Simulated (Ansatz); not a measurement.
Stretching the C3–H7 bond in propyne (SMILES C#CC) (multiplicity 1 held, fragments rigid). Energies count from the point at 1.062 Å.
Geometry at that point (charge 0, multiplicity 1):
```xyz
7

C     -1.220    -0.126    -0.157
C      0.215     0.022     0.028
C      1.399     0.144     0.180
H     -1.446    -1.007    -0.761
H     -1.640     0.746    -0.662
H     -1.727    -0.236     0.803
H      2.446     0.252     0.315
```

Restricted levels (R-, RO-) in cc, def2 and unpolarised 6-31G sets keep to the state of the molecule at rest. Unrestricted levels (U-) break spin symmetry where that is lower. Curves can end on different states.

Correlated levels freeze the cores.

Run with Ansatz (Gaussian orbitals). Values without a source in brackets are computed.

Energies in kJ/mol.

| R (Å) | R-HF/cc-pVDZ | R-MP2/cc-pVDZ | U-MP2/cc-pVDZ | R-SCS-MP2/cc-pVDZ | R-CCSD(T)/cc-pVDZ |
|---|---|---|---|---|---|
| 0.850 | 148 | 157 | 157 | 158 | 159 |
| 0.956 | 30 | 35 | 35 | 35 | 36 |
| 1.062 | 0 | 0 | 0 | 0 | 0 |
| 1.168 | 19 | 14 | 14 | 14 | 13 |
| 1.274 | 65 | 55 | 55 | 54 | 52 |
| 1.434 | 158 | 139 | 139 | 137 | 132 |
| 1.593 | 259 | 230 | 235 | 228 | 218 |
| 1.858 | 421 | 372 | 460 | 367 | 344 |
| 2.124 | 561 | 487 | 543 | 479 | 436 |
| 2.442 | 697 | 585 | 578 | 573 | 497 |
| 2.867 | 832 | 658 | 592 | 638 | 521 |
| 3.398 | 948 | 677 | 596 | 642 | 512 |

Doubts at one or more of the structures used: a restricted determinant that unrestricted orbitals would lower (R-HF/cc-pVDZ, R-MP2/cc-pVDZ, R-SCS-MP2/cc-pVDZ, R-CCSD(T)/cc-pVDZ); a spin-contaminated determinant (U-MP2/cc-pVDZ); other coupled-cluster roots lie near (R-CCSD(T)/cc-pVDZ).

Ansatz is a quantum-chemistry and plane-wave program.
